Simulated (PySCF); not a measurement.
**SiH2F− (SMILES F[SiH2-]): QCISD(T)/STO-3G**

What is the energy change on altering one bond length of SiH2F− at QCISD(T)/STO-3G? 

The results are computed with PySCF 2.14.0.

9 further runs of the same task are left out: 9 set aside as unsound or not needed.

## 1. Starting point

SiH2F− has 4 atoms, charge -1, and is taken as a singlet. As SMILES, `F[SiH2-]`. Geometry: relaxed at GFN2-xTB.

Bond lengths: F1–Si2 1.722 Å, Si2–H3 1.529 Å, Si2–H4 1.529 Å. Angles: F1–Si2–H3 96.1°, F1–Si2–H4 96.1°, H3–Si2–H4 99.3°.

## 2. The energy at QCISD(T)/STO-3G

mol.xyz

```xyz
4
FH2Si
F      1.224230     0.690850    -0.383870
Si    -0.114010    -0.391590    -0.440070
H     -1.185360     0.658330    -0.143280
H      0.075140    -0.957590     0.967210
```

calc.py

```python
from pyscf import gto, cc

mol = gto.M(
    atom='mol.xyz',
    verbose=3,
    max_memory=1860,
    charge=-1,
    spin=0,
    basis='sto-3g',
)

calc0 = mol.RHF()
calc0.conv_tol = 1e-10
calc0.kernel()
if not calc0.converged:
    calc0 = calc0.newton().run(calc0.mo_coeff, calc0.mo_occ)

mycc = cc.QCISD(calc0, frozen=6)
mycc.kernel()
e_t = mycc.qcisd_t()
e_tot = mycc.e_tot + e_t
print(f'total energy: {e_tot:.8f} hartree')
```

Started as:

```bash
OMP_NUM_THREADS=1 python calc.py
```

The program printed:

```text
converged SCF energy = -384.588154820772
E(QCISD) = -384.650349136864  E_corr = -0.06219431609172596
QCISD(T) correction = -0.000842132680976763
total energy: -384.65119127 hartree
```

It took 0.64 s on 1 thread of Arm Neoverse V2, shared host; peak memory 0.12 GiB.

## 3. The distorted shape

input.py

```python
from pyscf import gto, scf, cc

molecule = gto.Mole()
molecule.atom = [
    ('F', (2.081299, -0.149075, -0.621299)),
    ('Si', (0.743059, -1.231515, -0.677499)),
    ('H', (-1.185360, 0.658330, -0.143280)),
    ('H', (0.932209, -1.797515, 0.729781)),
]
molecule.max_memory = 1860
molecule.basis = 'sto-3g'
molecule.charge = -1
molecule.verbose = 4
molecule.build()

mf = scf.RHF(molecule)
mf.conv_tol = 1e-10
mf.kernel()
if not mf.converged:
    mf = mf.newton().run(mf.mo_coeff, mf.mo_occ)

mycc = cc.QCISD(mf, frozen=6)
mycc.kernel()
e_t = mycc.qcisd_t()
energy = mycc.e_tot + e_t
print('E = %.10f Eh' % energy)
```

Started as:

```bash
OMP_NUM_THREADS=1 python input.py
```

The program printed:

```text
PySCF version 2.14.0

[INPUT] num. atoms = 4
[INPUT] num. electrons = 26
[INPUT] charge = -1
[INPUT] spin (= nelec alpha-beta = 2S) = 0
[INPUT] symmetry False subgroup None
[INPUT] Mole.unit = angstrom
[INPUT] Symbol           X                Y                Z      unit          X                Y                Z       unit  Magmom
[INPUT]  1 F      2.081299000000  -0.149075000000  -0.621299000000 AA    3.933085093331  -0.281710922020  -1.174084951466 Bohr   0.0
[INPUT]  2 Si     0.743059000000  -1.231515000000  -0.677499000000 AA    1.404178004393  -2.327226068294  -1.280287559667 Bohr   0.0
[INPUT]  3 H     -1.185360000000   0.658330000000  -0.143280000000 AA   -2.240005759014   1.244063399585  -0.270759959128 Bohr   0.0
[INPUT]  4 H      0.932209000000  -1.797515000000   0.729781000000 AA    1.761619700855  -3.396811054798   1.379086220911 Bohr   0.0

[... 46 lines left out ...]
converged SCF energy = -384.416694608865
[... 11 lines left out ...]
Init t2, MP2 energy = -384.485029760691  E_corr(MP2) -0.0683351518263822
[... 14 lines left out ...]
QCISD converged
[... 2 lines left out ...]
E = -384.5170456150 Eh
```

Run time: 0.56 s. Hardware: 1 thread of Arm Neoverse V2, shared host; peak memory 0.1 GiB.

## 4. Results

At QCISD(T)/STO-3G, 6 core orbitals frozen:

| quantity | value |
| --- | --- |
| first shape: total energy | -384.65119 Eh |
| first shape: HOMO energy (Hartree–Fock orbitals) | 3.37 eV |
| first shape: LUMO energy (Hartree–Fock orbitals) | 21.60 eV |
| first shape: HOMO–LUMO gap (to an unbound level, set by the basis) | 18.23 eV |
| first shape: correlation energy (6 core orbitals frozen) | -63.0 mEh |
| first shape: (T) correction | -0.84 mEh |
| first shape: T1 diagnostic | 0.010 |
| distorted shape: total energy | -384.51705 Eh |
| distorted shape: HOMO energy (Hartree–Fock orbitals) | 3.91 eV |
| distorted shape: LUMO energy (Hartree–Fock orbitals) | 13.23 eV |
| distorted shape: HOMO–LUMO gap (to an unbound level, set by the basis) | 9.32 eV |
| distorted shape: correlation energy (6 core orbitals frozen) | -100.4 mEh |
| distorted shape: (T) correction | -2.31 mEh |
| distorted shape: T1 diagnostic | 0.052 |
| energy change with the Si2–H3 bond stretched from 1.529 to 2.752 Å | 3.650 eV |

In words: With the Si2–H3 bond stretched from 1.529 to 2.752 Å the energy rises by 3.65 eV (84 kcal/mol). The first shape isn't relaxed at this level, so the change isn't measured from a minimum. The minimal basis adds a large error of its own. The triples (first shape) make up 1.3 % of the correlation energy. The HOMO (first shape) lies at positive energy, 3.37 eV: the electron is unbound at this level or held by a compact basis; values depend on the basis. The T1 diagnostic (distorted shape) of 0.052 is above the customary mark for such species, so a single reference may not serve. The triples (distorted shape) make up 2.3 % of the correlation energy. The HOMO (distorted shape) lies at positive energy, 3.91 eV: the electron is unbound at this level or held by a compact basis; values depend on the basis.
